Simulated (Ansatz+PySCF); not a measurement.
Two shapes of triplet NH2F in separate pieces.

Shape 1:

```xyz
4

N     0.0000    0.0000   -0.1308
H     0.0000    0.0000    0.9159
H    30.0000    0.0000   -2.9815
F    30.0000    0.0000    0.3313
```

Shape 2:

```xyz
4

N     0.0000    0.0000   -0.4711
H     0.0000    0.0000    3.2974
H    30.0000    0.0000   -0.8282
F    30.0000    0.0000    0.0920
```

Basis set: 6-31G (spherical functions). Frozen core: 2 orbitals. Charge 0, multiplicity 3.

Computed with Ansatz (development build ahead of 0.2.0); each method stands on the lowest determinant of its kind that the runs found.

(1) Which shape is lower in energy, and by how much in each method?

## Answers

(1)

```
     method  E(2) − E(1) (eV)
        UHF            -1.762
    UHF-MP2            -2.286
   UHF-CCSD            -2.043
UHF-CCSD(T)            -2.040
```

Shape 2 is lower. Caution: the unrestricted determinant is a mixture of spin states. Caution for UHF-MP2, UHF-CCSD, UHF-CCSD(T): bonds are stretched, where a single reference can fail.
